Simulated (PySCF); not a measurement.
**Ionisation energy of Mg by level of theory**

Mg [Ne] 3s2 (1S) → Mg⁺ [Ne] 3s1 (2S), as a difference of total energies. All numbers are calculated (PySCF 2.14, the non-relativistic Hamiltonian (point nucleus), in aug-cc-pVQZ with one added diffuse shell each of s, p, d, f, g type (8s7p5d4f3g, 109 functions)). Correlated levels: valence: [Ne] frozen. The calculations carry no spin-orbit coupling.

```json
{"method": "UHF", "ionisation energy (eV)": "6.606", "error (eV)": "-1.040"}
{"method": "LDA", "ionisation energy (eV)": "7.722", "error (eV)": "+0.076"}
{"method": "PBE", "ionisation energy (eV)": "7.614", "error (eV)": "-0.032"}
{"method": "PBE0", "ionisation energy (eV)": "7.542", "error (eV)": "-0.104"}
{"method": "r2SCAN", "ionisation energy (eV)": "7.371", "error (eV)": "-0.275"}
{"method": "PBEsol", "ionisation energy (eV)": "7.528", "error (eV)": "-0.118"}
{"method": "wB97X", "ionisation energy (eV)": "7.595", "error (eV)": "-0.051"}
{"method": "BP86", "ionisation energy (eV)": "7.710", "error (eV)": "+0.064"}
{"method": "MP2 (valence)", "ionisation energy (eV)": "7.271", "error (eV)": "-0.375"}
{"method": "SCS-MP2 (valence)", "ionisation energy (eV)": "7.404", "error (eV)": "-0.242"}
```

Reference: 7.646 eV (measured; NIST Atomic Spectra Database, ionization energies).

Errors of the correlated levels include the incompleteness of this basis and the frozen core.

MP2 underrates the near-degeneracy of ns² with np² in the lower species.
